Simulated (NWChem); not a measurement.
Species: dimethyl ether (C2H6O); SMILES COC

```xyz
9

C      1.1611     0.0000     0.1847
O      0.0000     0.0000    -0.5811
C     -1.1611     0.0000     0.1847
H      1.2330    -0.8952     0.8362
H      1.2330     0.8952     0.8362
H      2.0215     0.0000    -0.4996
H     -1.2330    -0.8952     0.8362
H     -2.0215     0.0000    -0.4996
H     -1.2330     0.8952     0.8362
```
Atoms are numbered in this order, from 1.

Level: PBE0/def2-SVP (NWChem), optimised geometry, unscaled harmonic frequencies. 

```json
[
 {"frequency (cm⁻¹)": "222", "IR intensity (km/mol)": "0.0"},
 {"frequency (cm⁻¹)": "253", "IR intensity (km/mol)": "6.6"},
 {"frequency (cm⁻¹)": "412", "IR intensity (km/mol)": "2.7"},
 {"frequency (cm⁻¹)": "1003", "IR intensity (km/mol)": "38.0"},
 {"frequency (cm⁻¹)": "1144", "IR intensity (km/mol)": "8.8"},
 {"frequency (cm⁻¹)": "1164", "IR intensity (km/mol)": "0.0"},
 {"frequency (cm⁻¹)": "1199", "IR intensity (km/mol)": "6.8"},
 {"frequency (cm⁻¹)": "1265", "IR intensity (km/mol)": "6.8"},
 {"frequency (cm⁻¹)": "1268", "IR intensity (km/mol)": "155.3"},
 {"frequency (cm⁻¹)": "1449", "IR intensity (km/mol)": "5.2"},
 {"frequency (cm⁻¹)": "1456", "IR intensity (km/mol)": "0.0"},
 {"frequency (cm⁻¹)": "1462", "IR intensity (km/mol)": "14.6"},
 {"frequency (cm⁻¹)": "1473", "IR intensity (km/mol)": "21.8"},
 {"frequency (cm⁻¹)": "1474", "IR intensity (km/mol)": "1.2"},
 {"frequency (cm⁻¹)": "1504", "IR intensity (km/mol)": "1.1"},
 {"frequency (cm⁻¹)": "2972", "IR intensity (km/mol)": "64.1"},
 {"frequency (cm⁻¹)": "2986", "IR intensity (km/mol)": "54.7"},
 {"frequency (cm⁻¹)": "3038", "IR intensity (km/mol)": "137.8"},
 {"frequency (cm⁻¹)": "3044", "IR intensity (km/mol)": "0.0"},
 {"frequency (cm⁻¹)": "3155", "IR intensity (km/mol)": "23.9"},
 {"frequency (cm⁻¹)": "3156", "IR intensity (km/mol)": "20.0"}
]
```

zero-point energy: 50.1 kcal/mol
thermal correction to the enthalpy at 298.15 K (with zero-point energy): 53.4 kcal/mol
heat capacity Cv: 12.9 cal/(mol K)
entropy at 298.15 K and 1 atm (symmetry number 2): 63.0 cal/(mol K)
dipole moment: 1.25 D

Rigid rotor and harmonic oscillator.
